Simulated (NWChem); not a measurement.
## NWChem input wanted

CH7Al has 9 atoms, charge 0, and is taken as a singlet. As SMILES, `C.[AlH3]`. The run starts from this shape.

```
atom    x (Å)    y (Å)    z (Å)
  Al  -0.8124   0.2003  -0.2280
   H  -0.6207  -0.9561   1.3942
   H  -1.4229  -0.4886  -1.4642
   H  -1.2100   1.6737  -0.0167
   H   0.1981  -0.6646   0.9173
   C   1.3737  -0.2571   0.2678
   H   1.9151   0.2358   1.0789
   H   1.8638  -1.2167   0.0785
   H   1.5954   0.3546  -0.6319
```

Settings wanted:

```json
{"task": "ts", "method": "HF", "basis set": "LANL2DZ", "core potential": "LANL2DZ", "reference": "RHF", "relativity": "none", "iteration cap": "100", "symmetry": "none", "opt iter": "60", "inhess": "2", "hess first": "1", "template": "exchange4", "module": "scf", "coordinates": "internal"}
```

Question: Write the NWChem 7.3.0 input and the command.

Answer: This one ran through:

a.nw:
```
start a
title "CH7Al ts"
memory stack 720 mb heap 180 mb global 900 mb
charge 0
geometry units angstrom noautosym
Al    -1.132400     0.324600    -0.383100
H     -0.940700    -0.831800     1.239100
H     -1.742900    -0.364300    -1.619300
H     -1.530000     1.798000    -0.171800
H     -0.121900    -0.540300     0.762200
C      1.053700    -0.132800     0.112700
H      1.595100     0.360100     0.923800
H      1.543800    -1.092400    -0.076600
H      1.275400     0.478900    -0.787000
end
basis spherical bse
* library LANL2DZ
end
ecp bse
Al library LANL2DZ
end
scf
maxiter 100
print low
end
driver
maxiter 60
inhess 2
end
task scf hessian
task scf saddle
task scf frequencies
```

```bash
$ nwchem a.nw > a.out
```

Calculated total energy at the end of the run: -43.69817 Eh. One or more modes are imaginary (lowest 1943i cm⁻¹).
